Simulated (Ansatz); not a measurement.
## MoS2 (P-3m1)

All numbers below come from DFT r2SCAN, scalar-relativistic, plane waves, PAW (Ansatz).

Plane waves to 500 eV, a k mesh through Γ of 18×18×8 on the computed 3-atom cell and Gaussian smearing (0.10 eV); no spin polarisation.

The structure is relaxed at this level of theory with its symmetry kept. This form isn't the usual stable structure of the compound.

```xyz
3
Lattice="3.2262 0.0000 0.0000 -1.6131 2.7940 0.0000 0.0000 0.0000 6.2738" Properties=species:S:1:pos:R:3 pbc="T T T"
Mo    0.0000    0.0000    3.1369
S     0.0000    1.8627    1.5897
S     1.6131    0.9313    4.6840
```

Question: Formation energy from the elements' standard states (uncorrected)?

Answer: -0.681 eV/atom.

Question: Density of states at the Fermi level?

Answer: 0.96 states/eV per cell.

Question: Löwdin character within 0.5 eV of the Fermi level?

Answer: Mo 4d 53 %, S 3p 45 %.

Question: Bader charges (e)?

Answer: Mo (1 in the cell) 1.41, S (2 in the cell) -0.71.

Each cell of MoS2 holds layers, and where no dispersion correction was added their binding is poorly described.

A ferromagnetic start lost its moments in a first run, so spin was left out; other magnetic orders weren't tried.